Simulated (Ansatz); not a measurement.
# C₄H₁₀OS: vertical ionisation energy

Aim: the vertical ionisation energy of C₄H₁₀OS, as cation minus neutral at the neutral's geometry, on several levels, and how well −ε(HOMO) stands in for it.

Program: Ansatz 0.2.0, Gaussian basis. Level of theory: unrestricted cation, the program's frozen cores in correlated methods. These are calculated values, not measurements.

Levels to be run: UKS PBE-D4/def2-TZVPP; UKS r2SCAN-D4/def2-TZVPP; UKS PBE0-D4/def2-TZVPP; UKS B3LYP-D4/def2-TZVPP; UKS wB97X-V/def2-TZVPP; UKS wB97M-V/def2-TZVPP; UKS B2PLYP/def2-TZVPP; UHF-CCSD(T)/def2-TZVPP; UHF-MP2/def2-QZVPP; extrapolation to the limit; then −ε(HOMO) from the neutral's earlier runs with LDA (SPW92), PBE-D4, revPBE-D4, BLYP-D4, r2SCAN-D4, B97M-V, PBE0-D4, B3LYP-D4, r2SCANh-D4, r2SCAN0-D4, HSE06-D4, BHLYP-D4, CAM-B3LYP-D4, LC-ωPBE, ωB97X-V, ωB97M-V.

### Step 1. The geometry

The geometry comes from an earlier relaxation with PBE0-D4 in a triple-zeta def2 set; it is a stationary point, not always the lowest conformer.

16 atoms, charge 0, spin multiplicity 1.

Atoms are counted from 1 here; the program's logs count them from 0.

Bond lengths: C1–C2 1.513 Å, C1–H7 1.092 Å, C1–H8 1.091 Å, C1–H9 1.092 Å, C2–S3 1.817 Å, C2–H10 1.093 Å, C2–H11 1.094 Å, S3–O4 1.486 Å, S3–C5 1.810 Å, C5–C6 1.515 Å, C5–H12 1.094 Å, C5–H13 1.092 Å, C6–H14 1.092 Å, C6–H15 1.092 Å, C6–H16 1.091 Å. Angles: C2–C1–H7 110.2°, C2–C1–H8 112.2°, C2–C1–H9 109.8°, H7–C1–H8 107.7°, H7–C1–H9 108.4°, H8–C1–H9 108.4°, C1–C2–S3 113.8°, C1–C2–H10 110.9°, C1–C2–H11 113.6°, S3–C2–H10 103.3°, S3–C2–H11 106.9°, H10–C2–H11 107.5°, C2–S3–O4 107.0°, C2–S3–C5 98.3°, O4–S3–C5 106.6°, S3–C5–C6 109.2°, S3–C5–H12 106.9°, S3–C5–H13 107.7° and more.

### Step 2. Cation, UKS PBE-D4/def2-TZVPP

The input, in.yaml:

```yaml
crystal:
  periodic: [false, false, false]
  atoms:
    - {symbol: C, position_ang: [-0.122164, 0.240064, 2.156004]}
    - {symbol: C, position_ang: [0.469310, -0.916395, 1.379709]}
    - {symbol: S, position_ang: [-0.260033, -1.142053, -0.269004]}
    - {symbol: O, position_ang: [-1.728635, -0.973226, -0.120253]}
    - {symbol: C, position_ang: [0.360672, 0.373289, -1.040046]}
    - {symbol: C, position_ang: [-0.192772, 0.480613, -2.446220]}
    - {symbol: H, position_ang: [0.152450, 0.165699, 3.210122]}
    - {symbol: H, position_ang: [0.229431, 1.205671, 1.789865]}
    - {symbol: H, position_ang: [-1.211159, 0.218010, 2.081141]}
    - {symbol: H, position_ang: [0.263190, -1.866972, 1.878474]}
    - {symbol: H, position_ang: [1.552117, -0.844289, 1.242046]}
    - {symbol: H, position_ang: [1.453120, 0.311640, -1.029800]}
    - {symbol: H, position_ang: [0.041190, 1.215708, -0.422812]}
    - {symbol: H, position_ang: [0.137192, 1.409091, -2.916240]}
    - {symbol: H, position_ang: [0.139843, -0.352972, -3.069090]}
    - {symbol: H, position_ang: [-1.283752, 0.476124, -2.423897]}
basis:
  gaussian: {orbitals: def2-TZVPP}
total_charge: 1
magnetization: {spin_polarized: true, initial_magnetization: 1}
hamiltonian: {xc: pbe, dispersion: d4}
```

Started as:

```sh
> ansatz run in.yaml --threads 2 --pin off --events-out ev --progress --plain --max-ram 32768MiB --backend cuda --devices 0, --max-vram 18GiB
```

Further steps of the session: Cation, UKS r2SCAN-D4/def2-TZVPP; Cation, UKS PBE0-D4/def2-TZVPP; Cation, UKS B3LYP-D4/def2-TZVPP; Cation, UKS wB97X-V/def2-TZVPP; Cation, UKS wB97M-V/def2-TZVPP; Cation, UKS B2PLYP (frozen core)/def2-TZVPP; Cation, UHF-CCSD(T)/def2-TZVPP; Cation, UHF-MP2/def2-QZVPP.

Q: Predict the results of all the runs planned. Wanted: ionisation energy, CCSD(T)/CBS; nearest functional by difference; nearest −ε(HOMO); −ε(HOMO) of PBE; T1 of the cation.

The runs gave:

| quantity | value |
| --- | --- |
| ionisation energy, CCSD(T)/CBS | 8.91 eV |
| nearest functional by difference | B2PLYP (-0.25 eV) |
| nearest −ε(HOMO) | ωB97X-V (-0.05 eV) |
| −ε(HOMO) of PBE | 5.16 eV |
| T1 of the cation | 0.028 |

Energy differences with functionals land within 0.45 eV of the reference. −ε(HOMO) of PBE misses by 3.7 eV, since self-interaction lifts the level. Among orbital estimates ωB97X-V comes nearest. Hartree-Fock falls 1.46 eV short, as the neutral has more correlation energy than the cation.
